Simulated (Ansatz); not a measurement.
Molecule (SMILES): [CH2]Cl (CH2-Cl), doublet.
Atoms: C1, Cl2, H3, H4. Bonds: C1-Cl2, C1-H3, C1-H4.

Basis-set convergence of the optimised C1-H3 bond length at B3LYP with Ansatz (a quantum-chemistry and plane-wave program). Cartesian d functions, on some or all atoms, in 6-31G**; all else is spherical. The program fits the integrals of some runs and decomposes those of others, by size. Open shells are unrestricted. No added dispersion term, no relativity. Reference: the value in def2-QZVPPD, 1.0752 Å.

| basis | functions | optimised C1-H3 bond length (Å) |
|---|---|---|
| 3-21G | 26 | 1.0767 |
| 6-31G** | 44 | [?] |
| def2-SVPD | 63 | [?] |
| aug-cc-pV(D+d)Z | 73 | [?] |
| def2-TZVP | 80 | 1.0768 |
| pcseg-2 | 92 | 1.0755 |
| cc-pV(T+d)Z | 97 | 1.0757 |
| def2-TZVPD | 101 | 1.0769 |
| 6-311++G(3df,3pd) | 122 | 1.0756 |
| cc-pV(Q+d)Z | 179 | 1.0752 |
| def2-QZVPP | 187 | 1.0752 |
| pcseg-3 | 190 | 1.0752 |
| def2-QZVPPD | 208 | 1.0752 |

Q: Some entries are withheld; supply them.

A: 
- 6-31G**, optimised C1-H3 bond length (Å): 1.0798
- def2-SVPD, optimised C1-H3 bond length (Å): 1.0873
- aug-cc-pV(D+d)Z, optimised C1-H3 bond length (Å): 1.0857
